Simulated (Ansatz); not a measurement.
`C/C=C/C` → `C=C(C)C`  (isomerisation)

Isolated molecules relaxed with PBE0-D4/def2-TZVP in Ansatz; ΔE leaves out vibrations. CCSD(T)/CBS is the MP2 limit (def2-TZVPP, def2-QZVPP) plus CCSD(T) − MP2 in def2-TZVPP, frozen cores. This one scheme is used for every species. Functionals use def2-TZVPP.

```json
{"level": "PBE-QIDH", "ΔE (kJ/mol)": "-4.1"}
{"level": "CAM-B3LYP", "ΔE (kJ/mol)": "-2.7"}
{"level": "MP2/def2-TZVPP", "ΔE (kJ/mol)": "-6.0"}
{"level": "HF/CBS(def2)", "ΔE (kJ/mol)": "-2.1"}
```

Q: What does CCSD(T)/CBS give? (Best estimate.)

A: Ansatz gave: -5.1 kJ/mol. The listed levels differ from it by 1.0, 2.4, -0.9, 3.0 kJ/mol.

Largest T1 diagnostic among the species: 0.010.

Leaving LDA and LC-ωPBE aside and taking each functional with its dispersion term where it has one, the values, not all of them listed here, spread over 1.6 kJ/mol, from ωB97M-V to PBE-D4.
